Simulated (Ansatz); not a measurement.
**Strength of the C–H bond: C4H3N → C4H2N + H**

Species: C4H3N `C#CCC#N`, singlet; C4H2N (1-cyano propargyl radical) `C#C[CH]C#N`, doublet; H atom, doublet. 

Shapes, held fixed at every level: PBE0-D4/def2-TZVP. Programs: Ansatz 0.2.0. The zero-point and thermal change to 298 K, harmonic and unscaled (PBE0-D4/def2-TZVP), is -30.0 kJ/mol.

```json
{"level": "HF/def2-SVP", "kind": "Hartree–Fock", "ΔH(298 K) (kJ/mol)": "+236.9", "CPU time (sum over the molecules)": "–"}
{"level": "HF/def2-TZVPP", "kind": "Hartree–Fock", "ΔH(298 K) (kJ/mol)": "+237.6", "CPU time (sum over the molecules)": "–"}
{"level": "PBE-D4/def2-TZVPP", "kind": "GGA", "ΔH(298 K) (kJ/mol)": "+313.9", "CPU time (sum over the molecules)": "14 s"}
{"level": "r2SCAN-D4/def2-TZVPP", "kind": "meta-GGA", "ΔH(298 K) (kJ/mol)": "+310.1", "CPU time (sum over the molecules)": "17 s"}
{"level": "B3LYP-D4/def2-TZVPP", "kind": "global hybrid", "ΔH(298 K) (kJ/mol)": "+326.6", "CPU time (sum over the molecules)": "14 s"}
{"level": "BHLYP-D4/def2-TZVPP", "kind": "global hybrid", "ΔH(298 K) (kJ/mol)": "+330.9", "CPU time (sum over the molecules)": "13 s"}
{"level": "PBE0-D4/def2-TZVPP", "kind": "global hybrid", "ΔH(298 K) (kJ/mol)": "+323.9", "CPU time (sum over the molecules)": "12 s"}
{"level": "B2PLYP/def2-TZVPP", "kind": "double hybrid", "ΔH(298 K) (kJ/mol)": "+340.2", "CPU time (sum over the molecules)": "20 s"}
```

B2PLYP/def2-TZVPP gives ΔH(298 K) = +340.2 kJ/mol; the levels span +236.9 to +340.2. The median of the levels is +318.9. Hartree–Fock misses the correlation of the pair that is broken and comes out low. No measured value is set beside it here. Spin contamination: C4H2N (⟨S²⟩ up to 1.11). Open shells run unrestricted unless RO is named. Times are processor times on shared x86 and Arm servers, and rough.
